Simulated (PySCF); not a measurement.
Consider methylketene, `CC=C=O` (C3H4O). Numbering: `[CH3:1][CH:2]=[C:3]=[O:4]`

Level of theory: ωB97X-D3(BJ)/def2-TZVP single points in PySCF, grid level 2; every species was optimised with PBE0-D3(BJ)/def2-SVP. Zero-point and thermal terms (298.15 K, 1 bar) come from unscaled PBE0-D3(BJ)/def2-SVP harmonic frequencies, with soft modes damped to free rotors in the entropy.

**Question.** Rank these of its sites by proton affinity, highest first.
A. C2 (alkene carbon)
B. O4 (carbonyl oxygen)

**Answer.** A (852 kJ/mol), B (695 kJ/mol).

**Question.** For C2 (alkene carbon), what are ΔE (electronic) and ΔG(298 K) of removing the proton again?

**Answer.** ΔE = 879 and ΔG = 820 kJ/mol, beside ΔH = 852 kJ/mol. The protonated species is `CCC#[O+]`.

**Question.** Of those listed, which site of protonation is favoured in DMF (IEF-PCM), and by how much?

**Answer.** C2 (alkene carbon), by 153 kJ/mol over O4 (carbonyl oxygen); the gas phase favours the same one.

Known limits: protonation at a multiple bond is drawn as the open cation; a hydrogen-bridged form may lie lower, and the ion may have rearranged by a hydride shift.
